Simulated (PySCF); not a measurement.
SiB: from constants to spectrum

PBE0 constants of SiB, ⁴Σ⁻ (quartet), unpaired electrons σ ↑, π ↑↑ (PySCF, no relativity, basis sets Si def2-TZVP, B def2-TZVP; masses 27.9769 and 11.0093 u):

- ωe: 771.7 cm⁻¹
- ωexe: 5.51 cm⁻¹
- Be: 0.5883 cm⁻¹
- αe: 0.00541 cm⁻¹
- De to Si + B: 3.56 eV

(1) What force constant and bond length do these constants imply?

(2) Estimate the centrifugal constant D from the Kratzer relation and find the Dunham coefficient a1.

The state is the lowest determinant that a PBE0 search found; another state may lie lower at other levels.

Results:

(1) Reduced mass μred = 7.9004 u; k = 5.8918×10⁻⁷·μred·ωe² (u, cm⁻¹, mdyn/Å) = 2.77 mdyn/Å; Re = √(16.8576/(μred·Be)) (u, cm⁻¹, Å) = 1.904 Å.

(2) D = 4Be³/ωe² = 1.37e-06 cm⁻¹; a1 = −1 − αeωe/(6Be²) = -3.01.
